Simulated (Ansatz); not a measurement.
A calculation on 2H WSe₂ returned lattice constant a 3.250 Å, lattice parameter c 12.819 Å, equilibrium volume per atom 19.54 Å³/atom.

For reference: lattice constant a 3.282 Å (measured, 300 K, no zero-point or thermal correction; as tabulated in arXiv:1605.07067); lattice parameter c 12.96 Å (measured, 300 K, not corrected to a static lattice; as tabulated in arXiv:1605.07067).

**Question.** Which level of theory produced these numbers?
A. PBE-D4 (Ansatz, a program for electronic structure)
B. PBE (Ansatz)
C. LDA (Ansatz)
D. PBEsol (Ansatz)

**Answer.** C, LDA (Ansatz)

The others give: PBE-D4 3.279 Å, 12.833 Å, 19.91 Å³/atom; PBEsol 3.271 Å, 13.225 Å, 20.42 Å³/atom; PBE 3.321 Å, 15.107 Å, 24.35 Å³/atom.

Unless a cell is named, each level is at its own relaxed cell (LDA 19.54, PBE 24.35, PBE-D4 19.91, PBEsol 20.42 Å³/atom).

Caveats: the cell comes from a level without a dispersion term, which matters for the spacing of layers, chains or molecules (PBEsol, PBE, LDA). Ansatz's density-functional and Hartree–Fock values are scalar-relativistic unless marked +SOC, with PAW data made under PBE.
